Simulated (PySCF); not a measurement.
Gas-phase reaction: 3 BF + B₂O₃ → 3 BOF + 2 B

Computed with PySCF (xtb for GFN2) and rigid-rotor harmonic-oscillator thermochemistry at 1 bar. Table values come from the NASA 1993 polynomials. After a fit of one offset per element over all species, the range-separated, M06-2X, PBE0/def2-QZVP and CCSD(T)/def2-TZVPP enthalpies, where run, lie to one side of the table for BOF (+19 kJ/mol): a fault of the table's entry, another state or a shared error of the levels is possible; this was not checked at source. † marks an energy on the PBE0/def2-TZVP geometry and frequencies; other levels use their own. MP2 freezes the core. 6-31G* has spherical d functions here. Open shells (unrestricted): B (multiplicity 2, electronic degeneracy 6); the rest are closed-shell singlets. GFN2 has no spin-polarisation term. Spin-orbit splitting is ignored; it lowers the true energy and changes the entropy of B. B3LYP is the form with VWN-RPA correlation. For this reaction the table lies outside the span of B3LYP, CCSD(T), M06-2X, MP2, PBE0, r2SCAN, ωB97M-V, ωB97X-V in their largest bases here; which side is off was not settled. MP2 isn't extrapolated to the basis-set limit; its ΔH°(298 K) is 527.3 kJ in def2-SVP and 531.7 kJ in def2-TZVPP. The harmonic model lacks anharmonicity and excited electronic states, which grow with temperature; levels with a mode under 35 cm⁻¹ are left out. Soft modes under 120 cm⁻¹ make the harmonic entropy rough for B₂O₃. The table's entry may be an old estimate for BF, B₂O₃, BOF (not checked at source). Warning, point group unlike the PBE0 one: B₂O₃ (GFN2-xTB).

| level | ΔH°(298 K), kJ | minus table | ΔG°(1200 K), kJ |
|---|---|---|---|
| table | 497.7 | - | 374.4 |
| B3LYP/def2-TZVP† | 539.0 | 41.3 | 418.3 |
| GFN2-xTB | 732.4 | 234.7 | 605.7 |
| HF/6-31G* | 450.2 | -47.5 | 329.9 |
| HF/def2-TZVP† | 458.8 | -38.9 | 338.1 |
| MP2/def2-SVP† | 527.3 | 29.6 | 406.6 |
| PBE/def2-TZVP† | 544.5 | 46.8 | 423.8 |
| PBE0/def2-SVP† | 549.4 | 51.7 | 428.7 |
| PBE0/def2-TZVP | 539.3 | 41.6 | 418.6 |
| r2SCAN/def2-TZVP† | 528.5 | 30.8 | 407.8 |
| LDA/def2-TZVP† | 610.3 | 112.6 | 489.6 |
